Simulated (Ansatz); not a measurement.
# Property card for Bi

Theory: Ansatz, DFT r2SCAN, scalar-relativistic, plane waves, PAW.

Settings: cutoff 500 eV, Γ-centred mesh 14×14×8 on the computed 2-atom cell, Gaussian smearing of 0.10 eV; no spin polarisation.

The structure is relaxed at this level of theory with its symmetry kept. This simple cubic form isn't the element's structure at ambient conditions.

```yaml
crystal:
  lattice:
    - [3.25166, 0.00000, 0.02131]
    - [0.00000, 3.25173, 0.00000]
    - [-0.03838, 0.00000, 6.50438]
  atoms:
    - { symbol: Bi, position: [0.50021, 0.00000, 0.25005] }
    - { symbol: Bi, position: [0.49979, 0.00000, 0.74995] }
```

```json
{
 "Space group": "Pm-3m (No. 221)",
 "Volume per atom": "34.39 Å³",
 "Formation energy from the elements' standard states (uncorrected)": "+0.065 eV/atom",
 "Generalised Kohn–Sham band gap": "none (metal)",
 "Density of states at the Fermi level": "1.08 states/eV per cell",
 "Löwdin character within 0.5 eV of the Fermi level": "Bi 6p 91 %, Bi 6s 7 %",
 "Bader charges (e)": "Bi (2 in the cell) 0.00"
}
```

Spin-orbit coupling is left out, which matters for the bands of heavy elements.